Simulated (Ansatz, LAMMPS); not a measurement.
## Zinc-blende InP: properties by level of theory

Reference values: lattice constant a 5.858 Å (measured, static lattice: zero-point anharmonic expansion removed; as tabulated in Mejia-Rodriguez and Trickey (2018), arXiv:1807.09216); bulk modulus 72 GPa (measured, 0 K value with the zero-point phonon effect removed; as tabulated in Mejia-Rodriguez and Trickey (2018), arXiv:1807.09216).

| level (code) | equilibrium lattice constant a (Å) | bulk modulus B0 (GPa) |
|---|---|---|
| Vashishta InP.vashishta (LAMMPS) | 5.868 | 72.3 |
| PBE+SOC (Ansatz) | 5.957 | 59.6 |
| r²SCAN+SOC (Ansatz) | 5.905 | 68.4 |
| r²SCAN0 (Ansatz) | 5.873 | 75.0 |

Differences from the reference values (errors of the level alone only where the reference is corrected to a static lattice):

| level | lattice constant a (%) | bulk modulus (%) |
|---|---|---|
| Vashishta InP.vashishta | +0.17 | +0.4 |
| PBE+SOC | +1.69 | -17.2 |
| r²SCAN+SOC | +0.80 | -5.0 |
| r²SCAN0 | +0.26 | +4.2 |

Nearest: lattice constant a, Vashishta InP.vashishta or r²SCAN0; bulk modulus, not ranked (one source).

Empirical potentials (Vashishta InP.vashishta) are fitted to chosen data: where that held the value shown, agreement is built in, and what lay outside the fit can be far off.

Ansatz's density-functional and Hartree–Fock values are scalar-relativistic unless marked +SOC, with PAW data made under PBE.

Differences are worked out from the printed values.

Ansatz is a quantum-chemistry and plane-wave program.
